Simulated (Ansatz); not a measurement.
`C[Si]N` + NH₃ → `N[Si]N` + CH₄ at 298.15 K and 1 bar (ligand exchange at the Si–C bond).

Gas-phase electronic energies from Ansatz, PBE0-D4/def2-TZVP geometries. CBS: MP2 limit from def2 TZ/QZ plus the TZ coupled-cluster correction, frozen cores. This one scheme is used for every species. Each species was taken in one conformer, which may not be the lowest.

| species | CCSD(T)/CBS energy (Eh) | H − E (kJ/mol) | S (J/(mol·K)) |
| --- | --- | --- | --- |
| `C[Si]N` | -384.84019 | 179.3 | 296.8 |
| NH₃ | -56.50880 | 100.5 | 192.4 |
| `N[Si]N` | -400.92619 | 152.2 | 275.3 |
| CH₄ | -40.46206 | 127.4 | 186.2 |

H − E and S are ideal-gas, rigid-rotor, harmonic terms from PBE0-D4/def2-TZVP, for one conformer and one mirror image of each species. 1 Eh = 2625.50 kJ/mol, R = 8.31446 J/(mol·K).

Task: By hand: ΔE, ΔH, ΔS and ΔG.

Result: ΔE = (-400.92619) + (-40.46206) − (-384.84019) − (-56.50880) = -0.03926 Eh = -103.1 kJ/mol. Δ(H − E) = 152.2 + 127.4 − 179.3 − 100.5 = -0.2, so ΔH = -103.3 kJ/mol. ΔS = 275.3 + 186.2 − 296.8 − 192.4 = -27.7 J/(mol·K). ΔG = -103.3 − 298.15 × (-27.7)/1000 = -95.0 kJ/mol.

Task: By hand: the equilibrium constant, and the temperature at which ΔG would vanish if ΔH and ΔS stayed fixed.

Result: log₁₀ K = −ΔG/(RT ln 10) = 16.6. ΔG = 0 at ΔH/ΔS = 3729 K, far beyond where these terms or the molecules hold.

ΔH outweighs TΔS. A doubt of 5 kJ/mol in ΔE shifts log₁₀ K by 0.9 here. Other conformers and mirror images would add mixing entropy, several J/(mol·K) or more a flexible species. Modes under 60 cm⁻¹, often nearly free rotors, make the harmonic entropy too high. These are equilibria of isolated gas molecules and say nothing of rates. Largest T1 diagnostic: 0.013 (customary marks: 0.02 for closed shells, 0.045 for open ones).
